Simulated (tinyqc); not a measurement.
Pariser-Parr-Pople SCF with singles CI, for the molecule C=CC=CC=C (SMILES; centres numbered as the heavy atoms are written), step by step. One step of it, computed by the program tinyqc.

Problem. Iteration 2: orbitals and new P. Diagonalise F (the basis is taken as orthonormal) and form P = 2 sum c c over the lowest orbitals.

F (eV):
```
           1C         2C         3C         4C         5C         6C
1C  -5.595000  -4.873682   0.000000   0.531613   0.000000  -0.242094
2C  -4.873682  -5.595000  -3.655322   0.000000   0.097151   0.000000
3C   0.000000  -3.655322  -5.595000  -4.668451   0.000000   0.531613
4C   0.531613   0.000000  -4.668451  -5.595000  -3.655322   0.000000
5C   0.000000   0.097151   0.000000  -3.655322  -5.595000  -4.873682
6C  -0.242094   0.000000   0.531613   0.000000  -4.873682  -5.595000
```

pi electrons, sum of z_r less the charge = 6

Give: orbital energies; P after iteration 2.

Solution.

orbital energies (eV): -12.9429  -11.3037  -8.7692  -2.4208  0.1137  1.7529

P after iteration 2:
```
         1C       2C       3C       4C       5C       6C
1C   1.0000   0.9056   0.0000  -0.3586   0.0000   0.2262
2C   0.9056   1.0000   0.4198   0.0000  -0.0600   0.0000
3C   0.0000   0.4198   1.0000   0.8338   0.0000  -0.3586
4C  -0.3586   0.0000   0.8338   1.0000   0.4198   0.0000
5C   0.0000  -0.0600   0.0000   0.4198   1.0000   0.9056
6C   0.2262   0.0000  -0.3586   0.0000   0.9056   1.0000
```
